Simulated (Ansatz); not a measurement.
Relaxed structures of B2SiH6, singlet (PBE0-D4/def2-TZVP; forces vanish, vibrations not checked; lower isomers may exist, and structures with a doubtful reference or unclear bonds are left out; Å). Program: Ansatz 0.2.0. Basis: def2-TZVPP. Cores are frozen in the correlated methods.

Q: Rank them by CCSD(T) energy, lowest first, and give each one's height above the lowest. Links in brackets join atoms within 1.22 times the sum of their covalent radii (1.1 for two metals). (An estimate is asked for; the value comes from the calculation.)
A.
B₂SiH₆ ([SiH3][B]12[H][BH]1[H]2)
```
9
angstrom
B -0.9450 1.2578 -1.2318
B -0.2366 0.2495 -0.4335
Si 0.7089 -1.1290 0.6230
H -1.5625 0.2498 -0.5586
H -1.5823 1.9405 -1.9478
H -0.2202 0.2374 -1.7650
H 0.2715 -2.5090 0.2807
H 2.1700 -1.0256 0.3684
H 0.4572 -0.9057 2.0710
```
B.
B₂SiH₆ ([BH2][SiH]1[H][BH2]1)
```
9
angstrom
B -1.1085 0.9441 -1.1723
B 0.7078 -1.1789 0.7794
Si -0.1771 0.4909 0.5109
H -2.1276 1.5679 -1.1493
H -0.7195 0.5234 -2.2191
H 0.1460 1.6219 1.4207
H 0.5678 -2.0286 -0.0463
H 1.3132 -0.1101 0.1219
H 1.3004 -1.3579 1.7989
```
C.
B₂SiH₆ ([BH2][BH][SiH3])
```
9
angstrom
B -1.1106 0.8950 -0.9925
B -0.0524 0.8372 0.2173
Si 0.7945 -0.9609 0.6047
H -2.2751 0.6531 -0.8259
H -0.7661 1.0802 -2.1279
H 0.3086 1.7285 0.9301
H 0.3394 -2.0678 -0.2786
H 2.2720 -0.8288 0.4583
H 0.4897 -1.3364 2.0144
```

A: By the calculation: A (0.00 kcal/mol), C (3.40 kcal/mol), B (11.10 kcal/mol). Heights count from the lowest.

T1 diagnostic: at most 0.016.

For scale, one of the runs: CCSD(T)/def2-TZVPP, 188 basis functions, launched by `ansatz run in.yaml --threads 2 --pin off --events-out ev --progress --plain --max-ram 4352MiB`. The run took 21 s on 2 CPU threads of an Arm Neoverse V2 (shared host), with 1.9 GiB of host memory at its peak.
